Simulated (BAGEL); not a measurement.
**One shape, several levels: CH4SSi (SMILES C[Si]S)**

We compute a comparison of 4 runs (B3LYP/6-31G*, B3LYP/6-311+G**, PBE0/6-311+G**, RI-MP2/6-311+G**) of CH4SSi. 

Program for the calculation: BAGEL 1.2.2.

## (1) The molecule

The species is CH4SSi (7 atoms), meant as a singlet with charge 0. As SMILES, `C[Si]S`. Geometry: relaxed at PBE0-D4/def2-TZVP. This is one conformer, not always the lowest.

Bond lengths: C1–Si2 1.900 Å, Si2–S3 2.131 Å, C1–H4 1.092 Å, C1–H5 1.099 Å, C1–H6 1.093 Å, S3–H7 1.344 Å. Angles: C1–Si2–S3 95.9°, Si2–C1–H4 116.0°, Si2–C1–H5 106.7°, Si2–C1–H6 110.2°, Si2–S3–H7 96.6°, H4–C1–H5 107.8°, H4–C1–H6 109.3°, H5–C1–H6 106.4°.

## (2) The energy at B3LYP/6-31G(d) (density fitting with qzvpp-jkfit, spherical functions) (run 1)

Contents of dft.json:

```json
{ "bagel" : [

{
  "title" : "molecule",
  "basis" : "6-31gs.json",
  "df_basis" : "qzvpp-jkfit",
  "angstrom" : true,
  "geometry" : [
    { "atom" : "C", "xyz" : [      -0.832900,       0.619900,      -0.259300 ] },
    { "atom" : "Si", "xyz" : [       0.524600,       0.221700,       1.009400 ] },
    { "atom" : "S", "xyz" : [       1.327900,      -1.447800,      -0.043800 ] },
    { "atom" : "H", "xyz" : [      -1.182900,      -0.218500,      -0.865200 ] },
    { "atom" : "H", "xyz" : [      -0.416500,       1.374800,      -0.940400 ] },
    { "atom" : "H", "xyz" : [      -1.686600,       1.089200,       0.237000 ] },
    { "atom" : "H", "xyz" : [       2.327500,      -1.707400,       0.816400 ] }
  ]
},

{ "title" : "ks", "xc_func" : "b3lyp" },

{ "title" : "print", "file" : "orbitals.molden", "orbitals" : true }

]}
```

The basis set 6-31G* is read from a file made from the Basis Set Exchange's data (not shown).

Run with:

```console
$ BAGEL_NUM_THREADS=1 BAGEL dft.json > dft.out
```

The log of the run:

```text
* using 1 threads per process

  ===============================================================
  ===============================================================

  *** Geometry ***

  { "atom" : "C", "xyz" : [     -1.573953,      1.171441,     -0.490006 ] },
  { "atom" : "Si", "xyz" : [      0.991350,      0.418952,      1.907490 ] },
  { "atom" : "S", "xyz" : [      2.509367,     -2.735945,     -0.082770 ] },
  { "atom" : "H", "xyz" : [     -2.235357,     -0.412905,     -1.634991 ] },
  { "atom" : "H", "xyz" : [     -0.787071,      2.597995,     -1.777098 ] },
  { "atom" : "H", "xyz" : [     -3.187212,      2.058290,      0.447865 ] },
  { "atom" : "H", "xyz" : [      4.398338,     -3.226518,      1.542772 ] },

  Number of auxiliary basis functions:      403

  Since a DF basis is specified, we compute 2- and 3-index integrals:
    o Being stored without compression. Storage requirement is 0.011 GB

  Number of basis functions:       58
  Number of electrons      :       40

    * METHOD: MOLECULE                             0.37

  *** Kohn-Sham DFT ***

    * Removing 11612 points whose weight is below 1.00e-10
    * Grid points: 92730

  === Nuclear Repulsion ===
   132.1617092644

       - DIIS with orbital gradients will be used.

  === KS iteration (b3lyp / 6-31gs.json) ===
      0       -694.11484805          0.13243936           0.48
      1       -690.56782704          0.15977792           0.58
      2       -686.23812444          0.15390764           0.53
      3       -712.35574988          0.19065077           0.48
      4       -727.83164119          0.03006511           0.51
      5       -728.10430486          0.01168000           0.51
      6       -728.17240658          0.00645413           0.54
      7       -728.17983591          0.00447281           0.58
      8       -728.18634298          0.00030142           0.52
      9       -728.18637711          0.00012320           0.54
     10       -728.18638254          0.00003624           0.53
     11       -728.18638314          0.00000793           0.52
     12       -728.18638317          0.00000189           0.51
     13       -728.18638317          0.00000101           0.46
     14       -728.18638317          0.00000030           0.47
     15       -728.18638317          0.00000004           0.51
     16       -728.18638317          0.00000001           0.49
    * SCF iteration converged.

    * Permanent dipole moment:
           (    0.134497,    -0.182659,    -0.004500) a.u.

    * METHOD: KS                                   9.71

    * METHOD: PRINT                                0.01

  ===============================================================
```

Run time: 11 s. Hardware: 1 thread of Intel Xeon at 2.50GHz (Skylake/Cascade Lake), shared host; peak memory 0.28 GiB.

## (3) The energy at B3LYP/6-311+G(d,p) (density fitting with qzvpp-jkfit) (run 2)

Contents of input.json:

```json
{ "bagel": [

{
  "title": "molecule",
  "basis": "6-311+gss.json",
  "df_basis": "qzvpp-jkfit",
  "angstrom": true,
  "geometry": [
    { "atom": "C", "xyz": [      -0.832900,       0.619900,      -0.259300 ] },
    { "atom": "Si", "xyz": [       0.524600,       0.221700,       1.009400 ] },
    { "atom": "S", "xyz": [       1.327900,      -1.447800,      -0.043800 ] },
    { "atom": "H", "xyz": [      -1.182900,      -0.218500,      -0.865200 ] },
    { "atom": "H", "xyz": [      -0.416500,       1.374800,      -0.940400 ] },
    { "atom": "H", "xyz": [      -1.686600,       1.089200,       0.237000 ] },
    { "atom": "H", "xyz": [       2.327500,      -1.707400,       0.816400 ] }
  ]
},

{
  "title": "ks",
  "xc_func": "b3lyp",
  "charge": 0
},

{
  "title": "print",
  "file": "orbitals.molden",
  "orbitals": true
}

]}
```

The basis set 6-311+G** is read from a file made from the Basis Set Exchange's data (not shown).

Run with:

```console
$ BAGEL_NUM_THREADS=1 BAGEL input.json > input.out
```

The log of the run:

```text
* using 1 threads per process

  ===============================================================
  ===============================================================

  *** Geometry ***

  { "atom" : "C", "xyz" : [     -1.573953,      1.171441,     -0.490006 ] },
  { "atom" : "Si", "xyz" : [      0.991350,      0.418952,      1.907490 ] },
  { "atom" : "S", "xyz" : [      2.509367,     -2.735945,     -0.082770 ] },
  { "atom" : "H", "xyz" : [     -2.235357,     -0.412905,     -1.634991 ] },
  { "atom" : "H", "xyz" : [     -0.787071,      2.597995,     -1.777098 ] },
  { "atom" : "H", "xyz" : [     -3.187212,      2.058290,      0.447865 ] },
  { "atom" : "H", "xyz" : [      4.398338,     -3.226518,      1.542772 ] },

  Number of auxiliary basis functions:      403

  Since a DF basis is specified, we compute 2- and 3-index integrals:
    o Being stored without compression. Storage requirement is 0.036 GB

  Number of basis functions:      106
  Number of electrons      :       40

    * METHOD: MOLECULE                             0.56

  *** Kohn-Sham DFT ***

    * Removing 11612 points whose weight is below 1.00e-10
    * Grid points: 92730

  === Nuclear Repulsion ===
   132.1617092644

       - DIIS with orbital gradients will be used.

  === KS iteration (b3lyp / 6-311+gss.json) ===
      0       -585.53633260          0.38840952           0.79
      1       -416.02480735          0.22707324           0.90
      2       -598.35704928          0.30226082           0.85
      3       -691.08389342          0.17241999           0.85
      4       -702.06939580          0.16566492           0.91
      5       -713.25053802          0.12267931           0.83
      6       -718.00317823          0.12381478           0.90
      7       -690.55449509          0.16396088           0.80
      8       -727.50426574          0.04072378           0.83
      9       -727.83074897          0.03155207           0.90
     10       -728.21424824          0.00912034           0.99
     11       -728.25044208          0.00421863           0.87
     12       -728.25932158          0.00122098           0.87
     13       -728.26037653          0.00011935           0.97
     14       -728.26038177          0.00006648           0.79
     15       -728.26038376          0.00000823           0.73
     16       -728.26038381          0.00000208           0.83
     17       -728.26038381          0.00000065           0.82
     18       -728.26038381          0.00000035           0.78
     19       -728.26038381          0.00000007           0.89
     20       -728.26038381          0.00000002           1.19
     21       -728.26038381          0.00000001           1.06
    * SCF iteration converged.

    * Permanent dipole moment:
           (    0.093050,    -0.167817,    -0.055271) a.u.

    * METHOD: KS                                  20.88

    * METHOD: PRINT                                0.05

  ===============================================================
```

Run time: 22 s. Hardware: 1 thread of Intel Xeon at 2.50GHz (Skylake/Cascade Lake), shared host; peak memory 0.45 GiB.

## (4) The energy at PBE0/6-311+G(d,p) (density fitting with qzvpp-jkfit) (run 3)

Contents of calc.json:

```json
{ "bagel": [

{
  "title": "molecule",
  "basis": "6-311+gss.json",
  "df_basis": "qzvpp-jkfit",
  "angstrom": "true",
  "geometry": [
    { "atom": "C", "xyz": [      -0.832900,       0.619900,      -0.259300 ] },
    { "atom": "Si", "xyz": [       0.524600,       0.221700,       1.009400 ] },
    { "atom": "S", "xyz": [       1.327900,      -1.447800,      -0.043800 ] },
    { "atom": "H", "xyz": [      -1.182900,      -0.218500,      -0.865200 ] },
    { "atom": "H", "xyz": [      -0.416500,       1.374800,      -0.940400 ] },
    { "atom": "H", "xyz": [      -1.686600,       1.089200,       0.237000 ] },
    { "atom": "H", "xyz": [       2.327500,      -1.707400,       0.816400 ] }
  ]
},

{
  "title": "ks",
  "xc_func": "pbe0"
},

{
  "title": "print",
  "file": "orbitals.molden",
  "orbitals": "true"
}

]}
```

The basis set 6-311+G** is read from a file made from the Basis Set Exchange's data (not shown).

Run with:

```console
$ BAGEL_NUM_THREADS=1 BAGEL calc.json > calc.out
```

The log of the run:

```text
* using 1 threads per process

  ===============================================================
  ===============================================================

  *** Geometry ***

  { "atom" : "C", "xyz" : [     -1.573953,      1.171441,     -0.490006 ] },
  { "atom" : "Si", "xyz" : [      0.991350,      0.418952,      1.907490 ] },
  { "atom" : "S", "xyz" : [      2.509367,     -2.735945,     -0.082770 ] },
  { "atom" : "H", "xyz" : [     -2.235357,     -0.412905,     -1.634991 ] },
  { "atom" : "H", "xyz" : [     -0.787071,      2.597995,     -1.777098 ] },
  { "atom" : "H", "xyz" : [     -3.187212,      2.058290,      0.447865 ] },
  { "atom" : "H", "xyz" : [      4.398338,     -3.226518,      1.542772 ] },

  Number of auxiliary basis functions:      403

  Since a DF basis is specified, we compute 2- and 3-index integrals:
    o Being stored without compression. Storage requirement is 0.036 GB

  Number of basis functions:      106
  Number of electrons      :       40

    * METHOD: MOLECULE                             0.56

  *** Kohn-Sham DFT ***

    * Removing 11612 points whose weight is below 1.00e-10
    * Grid points: 92730

  === Nuclear Repulsion ===
   132.1617092644

       - DIIS with orbital gradients will be used.

  === KS iteration (pbe0 / 6-311+gss.json) ===
      0       -585.00382176          0.38837976           0.84
      1       -417.01121356          0.22772848           0.72
      2       -598.90672818          0.30121311           1.09
      3       -690.61237654          0.17509669           0.85
      4       -699.50481350          0.17323783           0.80
      5       -711.70714656          0.12173010           0.82
      6       -717.61974450          0.12343871           0.83
      7       -691.11790371          0.16006935           0.93
      8       -726.82680018          0.05019130           0.85
      9       -727.59696188          0.02613247           0.83
     10       -727.84811735          0.01034076           0.81
     11       -727.89708736          0.00346090           0.71
     12       -727.90367216          0.00088142           0.90
     13       -727.90415570          0.00016130           0.75
     14       -727.90416578          0.00007422           0.91
     15       -727.90416805          0.00000791           0.82
     16       -727.90416809          0.00000385           0.83
     17       -727.90416810          0.00000141           0.85
     18       -727.90416810          0.00000074           0.71
     19       -727.90416810          0.00000029           0.87
     20       -727.90416810          0.00000005           0.88
     21       -727.90416810          0.00000003           0.78
     22       -727.90416810          0.00000001           0.73
    * SCF iteration converged.

    * Permanent dipole moment:
           (    0.104387,    -0.164702,    -0.031986) a.u.

    * METHOD: KS                                  20.80

    * METHOD: PRINT                                0.02

  ===============================================================
```

Wall time 22 s (1 thread of Intel Xeon at 2.50GHz (Skylake/Cascade Lake), shared host); peak memory 0.45 GiB.

## (5) A single-point energy at RI-MP2/6-311+G(d,p) (density fitting with qzvpp-jkfit) (run 4)

Contents of calc.json:

```json
{ "bagel" : [

{
  "title" : "molecule",
  "basis" : "6-311+gss.json",
  "df_basis" : "qzvpp-jkfit",
  "angstrom" : true,
  "geometry" : [
    { "atom" : "C", "xyz" : [   -0.832900,    0.619900,   -0.259300 ] },
    { "atom" : "Si", "xyz" : [    0.524600,    0.221700,    1.009400 ] },
    { "atom" : "S", "xyz" : [    1.327900,   -1.447800,   -0.043800 ] },
    { "atom" : "H", "xyz" : [   -1.182900,   -0.218500,   -0.865200 ] },
    { "atom" : "H", "xyz" : [   -0.416500,    1.374800,   -0.940400 ] },
    { "atom" : "H", "xyz" : [   -1.686600,    1.089200,    0.237000 ] },
    { "atom" : "H", "xyz" : [    2.327500,   -1.707400,    0.816400 ] }
  ]
},
{
  "title" : "hf",
  "charge" : 0
},
{
  "title" : "mp2",
  "charge" : 0,
  "ncore" : 11
}

]}
```

The basis set 6-311+G** is read from a file made from the Basis Set Exchange's data (not shown).

Run with:

```console
$ BAGEL_NUM_THREADS=1 BAGEL calc.json > calc.out
```

The log of the run:

```text
* using 1 threads per process

  ===============================================================
  ===============================================================

  *** Geometry ***

  { "atom" : "C", "xyz" : [     -1.573953,      1.171441,     -0.490006 ] },
  { "atom" : "Si", "xyz" : [      0.991350,      0.418952,      1.907490 ] },
  { "atom" : "S", "xyz" : [      2.509367,     -2.735945,     -0.082770 ] },
  { "atom" : "H", "xyz" : [     -2.235357,     -0.412905,     -1.634991 ] },
  { "atom" : "H", "xyz" : [     -0.787071,      2.597995,     -1.777098 ] },
  { "atom" : "H", "xyz" : [     -3.187212,      2.058290,      0.447865 ] },
  { "atom" : "H", "xyz" : [      4.398338,     -3.226518,      1.542772 ] },

  Number of auxiliary basis functions:      403

  Since a DF basis is specified, we compute 2- and 3-index integrals:
    o Being stored without compression. Storage requirement is 0.036 GB

  Number of basis functions:      106
  Number of electrons      :       40

    * METHOD: MOLECULE                             0.49

  *** RHF ***

  === Nuclear Repulsion ===
   132.1617092644

      * DIIS with orbital gradients will be used.

  === RHF iteration (6-311+gss.json) ===
      0       -726.47056819          0.02128507           0.12
      1       -726.62783207          0.01160536           0.11
      2       -726.67264271          0.00156223           0.11
      3       -726.67534532          0.00029330           0.15
      4       -726.67546601          0.00011769           0.13
      5       -726.67548439          0.00003553           0.16
      6       -726.67548643          0.00001061           0.13
      7       -726.67548664          0.00000376           0.24
      8       -726.67548667          0.00000125           0.14
      9       -726.67548667          0.00000043           0.20
     10       -726.67548667          0.00000015           0.19
     11       -726.67548667          0.00000005           0.15
     12       -726.67548667          0.00000002           0.20
     13       -726.67548667          0.00000001           0.12
    * SCF iteration converged.

    * Permanent dipole moment:
           (    0.160473,    -0.259248,    -0.095565) a.u.

    * METHOD: HF                                   2.70

  *** RHF ***

  === Nuclear Repulsion ===
   132.1617092644

      * DIIS with orbital gradients will be used.

  === RHF iteration (6-311+gss.json) ===
      0       -726.67548667          0.00000000           0.30
    * SCF iteration converged.

    * Permanent dipole moment:
           (    0.160473,    -0.259248,    -0.095565) a.u.

  === DF-MP2 calculation ===

    * freezing 11 orbitals
    * 3-index integral transformation done
    * assembly done

      MP2 correlation energy:   -0.3707071755      0.11

      MP2 total energy:       -727.0461938489

    * METHOD: MP2                                  0.75

  ===============================================================
```

Wall time 4.8 s (1 thread of Intel Xeon at 2.50GHz (Skylake/Cascade Lake), shared host).

## (6) All runs side by side

| run | level | frozen core orbitals | energy (Eh) | dipole moment (D) | HOMO energy (eV) | LUMO energy (eV) | wall time |
| --- | --- | --- | --- | --- | --- | --- | --- |
| 1 | B3LYP/6-31G* (density fitting with qzvpp-jkfit, spherical functions) | – | -728.186383 | 0.58 | -6.21 | -2.19 | 11 s |
| 2 | B3LYP/6-311+G** (density fitting with qzvpp-jkfit) | – | -728.260384 | 0.51 | -6.37 | -2.36 | 22 s |
| 3 | PBE0/6-311+G** (density fitting with qzvpp-jkfit) | – | -727.904168 | 0.50 | -6.55 | -2.20 | 22 s |
| 4 | RI-MP2/6-311+G** (density fitting with qzvpp-jkfit) | 11 | -727.046194 | – | – | – | 4.8 s |

## (7) Results

| quantity | value |
| --- | --- |
| run 4: total energy | -727.04619 Eh |
| run 4: correlation energy (11 core orbitals frozen) | -370.7 mEh |

What this shows: Over runs 1, 2, 3 the dipole moment (its size) runs from 0.50 D (PBE0/6-311+G**) to 0.58 D (B3LYP/6-31G*). The two ends differ in method and basis. Over runs 1, 2, 3 the HOMO–LUMO gap runs from 4.02 eV (B3LYP/6-311+G**) to 4.35 eV (PBE0/6-311+G**). Totals of different functionals can't be ranked against each other. All runs together took 60 s, the longest 22 s.
